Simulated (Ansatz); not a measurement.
Potential energy curve for SMILES CCl (CH₃Cl). The C1–Cl5 bond (C1 also carries H, H, H; Cl5 carries nothing else) is pulled apart rigidly from the PBE0/def2-TZVP optimised geometry.

Methods: RCCSD(T) = Ansatz (a program for electronic structure) with CCSD(T) on RHF/cc-pVTZ, frozen core; UKS-PBE0 = unrestricted PBE0/cc-pVTZ (Ansatz); UCCSD = CCSD on UHF/cc-pVTZ, frozen core run with Ansatz; RMP2 = MP2 on RHF/cc-pVTZ, frozen core in Ansatz.

Energies are in mEh, each relative to the lowest point of its own curve near equilibrium.

```tsv
R / Å	RCCSD(T)	UKS-PBE0	UCCSD	RMP2
1.44	91.6	86.1	90.9	88.9
1.50	55.9	51.9	55.3	53.7
1.59	22.4	20.1	21.9	20.9
1.67	6.8	5.7	6.6	6.0
1.71	2.7	2.1	2.5	2.2
1.77	0.0	0.0	0.0	0.0
1.85	1.2	1.9	1.5	2.0
1.87	2.2	3.1	?	3.1
1.96	8.9	10.5	9.7	10.8
2.03	16.1	18.2	17.3	18.8
2.16	32.0	34.9	33.9	36.4
2.43	66.8	72.2	72.8	76.0
2.70	96.2	104.5	105.1	112.5
2.95	114.7	122.1	122.3	140.8
3.23	—	133.3	130.9	?
3.54	—	140.1	134.6	?
3.89	—	144.0	136.3	?
4.37	—	146.3	137.1	212.6
4.70	—	147.0	137.4	?
5.31	—	147.4	137.6	207.3
6.28	—	147.6	137.7	?
```

Task: What belongs in the gaps?

Result: 
- 1.87, UCCSD: 2.6
- 3.23, RMP2: 166.1
- 3.54, RMP2: 186.8
- 3.89, RMP2: 202.4
- 4.70, RMP2: 213.7
- 6.28, RMP2: 185.1

Dashes: no converged value, or the column stops at the first point that the program doubted or that broke a chosen test of continuity, which isn't proof of a fault.

The T1 diagnostic of CCSD on the restricted reference of RCCSD(T), RMP2 exceeds 0.045 at 2.95 to 6.28 Å. The unrestricted determinant behind UKS-PBE0 is spin-contaminated at 2.70 to 6.28 Å (<S²> up to 1.0, against 0.00 for a pure singlet). The unrestricted determinant behind UCCSD is spin-contaminated at 2.43 to 6.28 Å (<S²> up to 1.0, against 0.00 for a pure singlet). The restricted form behind RMP2 keeps the bonding electrons paired and can't separate into open-shell fragments.
